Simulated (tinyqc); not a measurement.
Inside a calculation. Method: MP2 on RHF in the sto-3g basis, frozen core, for H2F+, spin multiplicity 1. One step of it, computed by the program tinyqc.

Problem. Integrals over molecular orbitals. (pq|rs) = sum C_ip C_jq C_kr C_ls (ij|kl), one index at a time.

coefficients C:
```
              MO1        MO2        MO3        MO4       MO5        MO6        MO7
1F 1s    0.994800  -0.252149   0.000000   0.057137  0.000000   0.098088   0.000000
1F 2s    0.022023   0.960466   0.000000  -0.285116  0.000000  -0.583022   0.000000
1F 2px   0.000000   0.000000   0.000000   0.000000  1.000000   0.000000   0.000000
1F 2py   0.000000   0.000000   0.739353   0.000000  0.000000   0.000000   0.784426
1F 2pz   0.001849   0.081168   0.000000   0.888264  0.000000  -0.503749   0.000000
2H 1s   -0.003595   0.081539   0.345432   0.213244  0.000000   0.723965  -0.748547
3H 1s   -0.003595   0.081539  -0.345432   0.213244  0.000000   0.723965   0.748547
```

core Hamiltonian H = T + V (hartree), lower triangle:
```
             1F 1s       1F 2s     1F 2px     1F 2py     1F 2pz      2H 1s      3H 1s
1F 1s   -40.991672
1F 2s    -9.619724  -11.468042
1F 2px    0.000000    0.000000  -9.115352
1F 2py    0.000000    0.000000   0.000000  -9.225057
1F 2pz   -0.010863   -0.134042   0.000000   0.000000  -9.154790
2H 1s    -1.316883   -3.087317   0.000000  -1.817172  -1.121311  -5.006138
3H 1s    -1.316883   -3.087317   0.000000   1.817172  -1.121311  -0.976273  -5.006138
```

Two-electron integrals (ij|kl) in chemists' order, unique and non-zero (hartree):
```
(11|11) 5.403501    (21|11) 0.841920    (21|21) 0.156299    (22|11) 1.268028
(22|21) 0.292344    (22|22) 0.926167    (31|31) 0.027998    (32|31) 0.043169
(32|32) 0.204588    (33|11) 1.264502    (33|21) 0.292403    (33|22) 0.925959
(33|33) 0.997514    (41|41) 0.027998    (42|41) 0.043169    (42|42) 0.204588
(43|43) 0.053770    (44|11) 1.264502    (44|21) 0.292403    (44|22) 0.925959
(44|33) 0.889973    (44|44) 0.997514    (51|51) 0.027998    (52|51) 0.043169
(52|52) 0.204588    (53|53) 0.053770    (54|54) 0.053770    (55|11) 1.264502
(55|21) 0.292403    (55|22) 0.925959    (55|33) 0.889973    (55|44) 0.889973
(55|55) 0.997514    (61|11) 0.115820    (61|21) 0.021329    (61|22) 0.039671
(61|33) 0.039609    (61|41) 0.000748    (61|42) 0.001406    (61|44) 0.039750
(61|51) 0.000448    (61|52) 0.000843    (61|54) 0.000084    (61|55) 0.039660
(61|61) 0.002940    (62|11) 0.303746    (62|21) 0.071014    (62|22) 0.252235
(62|33) 0.248484    (62|41) 0.004155    (62|42) 0.032896    (62|44) 0.256579
(62|51) 0.002491    (62|52) 0.019723    (62|54) 0.004854    (62|55) 0.251394
(62|61) 0.009841    (62|62) 0.085724    (63|31) 0.007307    (63|32) 0.043778
(63|43) 0.006864    (63|53) 0.004115    (63|63) 0.012498    (64|11) 0.181052
(64|21) 0.042860    (64|22) 0.162947    (64|33) 0.156057    (64|41) 0.009496
(64|42) 0.063846    (64|44) 0.174754    (64|51) 0.001312    (64|52) 0.012032
(64|54) 0.007095    (64|55) 0.157844    (64|61) 0.006179    (64|62) 0.067969
(64|64) 0.065998    (65|11) 0.108554    (65|21) 0.025697    (65|22) 0.097699
(65|33) 0.093568    (65|41) 0.001312    (65|42) 0.012032    (65|44) 0.096547
(65|51) 0.008094    (65|52) 0.050993    (65|54) 0.008650    (65|55) 0.102870
(65|61) 0.003705    (65|62) 0.040752    (65|64) 0.032077    (65|65) 0.031730
(66|11) 0.472810    (66|21) 0.112342    (66|22) 0.460924    (66|33) 0.445641
(66|41) 0.007946    (66|42) 0.089362    (66|44) 0.479002    (66|51) 0.004764
(66|52) 0.053579    (66|54) 0.020002    (66|55) 0.457634    (66|61) 0.015653
(66|62) 0.204404    (66|64) 0.188542    (66|65) 0.113045    (66|66) 0.774606
(71|11) 0.115820    (71|21) 0.021329    (71|22) 0.039671    (71|33) 0.039609
(71|41) -0.000748   (71|42) -0.001406   (71|44) 0.039750    (71|51) 0.000448
(71|52) 0.000843    (71|54) -0.000084   (71|55) 0.039660    (71|61) 0.002898
(71|62) 0.009546    (71|64) 0.005527    (71|65) 0.003598    (71|66) 0.015070
(71|71) 0.002940    (72|11) 0.303746    (72|21) 0.071014    (72|22) 0.252235
(72|33) 0.248484    (72|41) -0.004155   (72|42) -0.032896   (72|44) 0.256579
(72|51) 0.002491    (72|52) 0.019723    (72|54) -0.004854   (72|55) 0.251394
(72|61) 0.009546    (72|62) 0.068485    (72|64) 0.037624    (72|65) 0.031507
(72|66) 0.131187    (72|71) 0.009841    (72|72) 0.085724    (73|31) 0.007307
(73|32) 0.043778    (73|43) -0.006864   (73|53) 0.004115    (73|63) 0.009600
(73|73) 0.012498    (74|11) -0.181052   (74|21) -0.042860   (74|22) -0.162947
(74|33) -0.156057   (74|41) 0.009496    (74|42) 0.063846    (74|44) -0.174754
(74|51) -0.001312   (74|52) -0.012032   (74|54) 0.007095    (74|55) -0.157844
(74|61) -0.005527   (74|62) -0.037624   (74|64) -0.011467   (74|65) -0.016991
(74|66) -0.066362   (74|71) -0.006179   (74|72) -0.067969   (74|74) 0.065998
(75|11) 0.108554    (75|21) 0.025697    (75|22) 0.097699    (75|33) 0.093568
(75|41) -0.001312   (75|42) -0.012032   (75|44) 0.096547    (75|51) 0.008094
(75|52) 0.050993    (75|54) -0.008650   (75|55) 0.102870    (75|61) 0.003598
(75|62) 0.031507    (75|64) 0.016991    (75|65) 0.023925    (75|66) 0.066343
(75|71) 0.003705    (75|72) 0.040752    (75|74) -0.032077   (75|75) 0.031730
(76|11) 0.088893    (76|21) 0.020987    (76|22) 0.081470    (76|33) 0.080019
(76|44) 0.081718    (76|51) 0.001170    (76|52) 0.011280    (76|55) 0.082586
(76|61) 0.002874    (76|62) 0.027461    (76|64) 0.019142    (76|65) 0.014939
(76|66) 0.070212    (76|71) 0.002874    (76|72) 0.027461    (76|74) -0.019142
(76|75) 0.014939    (76|76) 0.011093    (77|11) 0.472810    (77|21) 0.112342
(77|22) 0.460924    (77|33) 0.445641    (77|41) -0.007946   (77|42) -0.089362
(77|44) 0.479002    (77|51) 0.004764    (77|52) 0.053579    (77|54) -0.020002
(77|55) 0.457634    (77|61) 0.015070    (77|62) 0.131187    (77|64) 0.066362
(77|65) 0.066343    (77|66) 0.280287    (77|71) 0.015653    (77|72) 0.204404
(77|74) -0.188542   (77|75) 0.113045    (77|76) 0.070212    (77|77) 0.774606
```

Give: one-electron integrals over orbitals h = C^T H C; Two-electron integrals over orbitals.

Solution.

one-electron integrals over orbitals h = C^T H C (hartree), lower triangle:
```
          1        2        3        4        5        6        7
1  -40.9739
2    0.6971  -9.5749
3    0.0000   0.0000  -7.8609
4   -0.1468   0.3416   0.0000  -8.6161
5    0.0000   0.0000   0.0000   0.0000  -9.1154
6   -0.2617   1.2730   0.0000   1.4291   0.0000  -5.3900
7    0.0000   0.0000  -2.2396   0.0000   0.0000   0.0000  -5.9244
```

Two-electron integrals over orbitals (pq|rs), unique and non-zero (hartree); the lowest 1 orbital is frozen and left out:
```
(22|22) 0.8582    (32|32) 0.1532    (33|22) 0.7437    (33|33) 0.7128
(42|22) -0.0058   (42|33) -0.0061   (42|42) 0.1635    (43|32) 0.0087
(43|43) 0.0476    (44|22) 0.8186    (44|33) 0.6998    (44|42) -0.0838
(44|44) 0.8816    (52|52) 0.1835    (53|53) 0.0371    (54|52) -0.0304
(54|54) 0.0526    (55|22) 0.8829    (55|33) 0.7332    (55|42) -0.0491
(55|44) 0.8323    (55|55) 0.9975    (62|22) -0.1363   (62|33) -0.0826
(62|42) -0.0443   (62|44) -0.0991   (62|55) -0.1422   (62|62) 0.0697
(63|32) 0.0270    (63|43) 0.0196    (63|63) 0.0729    (64|22) -0.1476
(64|33) -0.0850   (64|42) 0.0056    (64|44) -0.1539   (64|55) -0.1520
(64|62) 0.0591    (64|64) 0.0764    (65|52) -0.0501   (65|54) -0.0094
(65|65) 0.0238    (66|22) 0.5463    (66|33) 0.5352    (66|42) 0.0630
(66|44) 0.5201    (66|55) 0.5256    (66|62) -0.0448   (66|64) -0.0235
(66|66) 0.5295    (72|32) 0.0704    (72|43) -0.0198   (72|63) -0.0244
(72|72) 0.0581    (73|22) 0.2198    (73|33) 0.1652    (73|42) -0.0530
(73|44) 0.2063    (73|55) 0.2389    (73|62) -0.0683   (73|64) -0.0889
(73|66) 0.0146    (73|73) 0.1648    (74|32) -0.0508   (74|43) 0.0073
(74|63) -0.0441   (74|72) -0.0111   (74|74) 0.0469    (75|53) 0.0258
(75|75) 0.0202    (76|32) -0.0906   (76|43) -0.0500   (76|63) -0.0904
(76|72) 0.0031    (76|74) 0.0597    (76|76) 0.1650    (77|22) 0.6013
(77|33) 0.5995    (77|42) 0.0053    (77|44) 0.5802    (77|55) 0.5908
(77|62) -0.0424   (77|64) -0.0321   (77|66) 0.5244    (77|73) 0.0726
(77|77) 0.5639
```
